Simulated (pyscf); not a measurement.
[HN–Zr(Cl)(Cl)–Cl]• + hydrogen (H₂) → H₂N–Zr(Cl)(Cl)–Cl + H atom (H•), a hydrogen abstraction (doublet surface; H–H broken, H–N formed). PySCF, gas phase, ωB97X-D3(BJ)/def2-SVP geometries. Energies in kcal/mol from the separated reactants.

Small-basis levels: PySCF, no dispersion term, spherical d functions. Open shells are spin-unrestricted. 

Problem. In single points B3LYP/6-31G*+LANL2DZ puts the saddle at 7.0 kcal/mol and the reaction energy at -5.3 kcal/mol. Should these be trusted to within a few kcal/mol? Compare with ωB97M-D3(BJ)/def2-TZVP.

Solution. ωB97M-D3(BJ)/def2-TZVP gives ΔE‡ = 7.1 kcal/mol and ΔE = -10.3 kcal/mol. B3LYP/6-31G*+LANL2DZ lies 0.1 kcal/mol under it in the barrier and 5.0 kcal/mol over it in the reaction energy, so on this step it does not hold to within 3.0 kcal/mol. ωB97M-D3(BJ)/def2-TZVP has limits of its own. One saddle was located; it need not be the lowest between these sides. The angle at the transferred H is 171°. Open-shell species with a d-block atom are single-reference here; other states, and whether the spin sits on metal or ligand, were not checked. Elements past Kr carry the def2 core potentials, without spin-orbit coupling.
